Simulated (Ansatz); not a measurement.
Basis-set extrapolation for `NCNCO` (PBE0-D4/def2-TZVP geometry, frozen core, Ansatz 0.2.0). Multiplicity 1, RHF reference.

```csv
,def2-TZVPP,def2-QZVPP
HF,-264.247506,-264.260272
MP2 correlation,-1.017979,-1.090324
CCSD(T) correlation,-1.093477,not run
```

Energies in hartree. Use E(X) = E(∞) + A·exp(−7.88·√X) for Hartree–Fock and E(X) = E(∞) + B·X^(−2.97) for correlation, with X = 3 and 4, and add CCSD(T) minus MP2 of the smaller set to the MP2 limit.

**Question.** What is the CCSD(T) energy at the basis-set limit?

**Answer.** HF limit: -264.260272 + (-0.012766) × 0.13774 = -264.26203. MP2 limit: -1.090324 + (-0.072345) × 0.74074 = -1.14391. Higher-order term: -1.093477 − (-1.017979) = -0.07550. Total: -265.48144 hartree, 368.8 kJ/mol below CCSD(T)/def2-TZVPP.
